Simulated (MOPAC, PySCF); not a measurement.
Potential energy curve for SMILES O=C=S (COS). The C2–S3 bond (C2 also carries O; S3 carries nothing else) is stretched with both fragments frozen at the PBE0/def2-TZVP optimised geometry.

PM6, restricted, heats of formation (MOPAC); RKS-BP86/6-31G* = restricted BP86/6-31G*, spherical d (PySCF 2.14.0); RKS-B3LYP/6-31G* = restricted B3LYP/6-31G*, spherical d in PySCF; UCCSD(T) = PySCF 2.14.0 with CCSD(T) on UHF/cc-pVDZ, 7 core orbitals frozen.

Energies relative to the lowest point of each curve near equilibrium, in kcal/mol; the last columns give the difference from UCCSD(T):

```csv
R / Å,PM6,RKS-BP86/6-31G*,RKS-B3LYP/6-31G*,UCCSD(T),PM6 − UCCSD(T),RKS-BP86/6-31G* − UCCSD(T),RKS-B3LYP/6-31G* − UCCSD(T)
1.17,122.5,207.7,203.2,221.7,-99.1,-14.0,-18.5
1.25,68.1,113.5,109.9,122.3,-54.2,-8.8,-12.4
1.32,36.3,61.1,58.3,66.7,-30.3,-5.6,-8.4
1.41,12.0,22.0,20.3,24.7,-12.7,-2.7,-4.5
1.47,3.8,8.4,7.3,9.8,-6.1,-1.5,-2.6
1.51,1.0,3.3,2.5,4.1,-3.1,-0.8,-1.6
1.56,0.0,0.3,0.0,0.6,-0.6,-0.3,-0.5
1.59,0.5,0.0,0.0,0.0,0.5,0.0,0.0
1.66,4.2,2.5,3.0,2.1,2.1,0.4,0.9
1.73,10.5,8.3,9.2,7.6,2.9,0.7,1.6
1.82,20.8,18.4,19.5,17.4,3.4,1.0,2.1
1.92,33.4,31.3,32.4,29.8,3.6,1.5,2.6
2.11,56.3,55.6,55.7,52.2,4.1,3.5,3.5
2.34,77.6,79.8,77.3,—,—,—,—
2.57,91.8,96.7,91.5,—,—,—,—
2.80,100.1,—,100.3,—,—,—,—
3.10,105.0,—,107.1,—,—,—,—
3.39,106.8,—,110.8,—,—,—,—
3.81,107.6,—,113.5,—,—,—,—
4.22,107.9,—,114.6,—,—,—,—
4.71,108.4,—,115.1,—,—,—,—
5.40,108.3,—,115.4,—,—,—,—
```

PM6 is furthest from UCCSD(T) at 1.17 (-99.1 kcal/mol, below); its mean absolute difference over the points is 17.1 kcal/mol.

RKS-BP86/6-31G* is furthest from UCCSD(T) at 1.17 (-14.0 kcal/mol, below); its mean absolute difference over the points is 3.1 kcal/mol.

RKS-B3LYP/6-31G* is furthest from UCCSD(T) at 1.17 (-18.5 kcal/mol, below); its mean absolute difference over the points is 4.5 kcal/mol.

Dashes: no converged value, or the column stops at the first point that the program doubted or that broke a chosen test of continuity, which isn't proof of a fault.

The restricted form behind PM6, RKS-BP86/6-31G*, RKS-B3LYP/6-31G* keeps the bonding electrons paired and can't separate into open-shell fragments. The unrestricted determinant behind UCCSD(T) is spin-contaminated at 2.11 to 5.40 Å (<S²> up to 1.0, against 0.00 for a pure singlet).
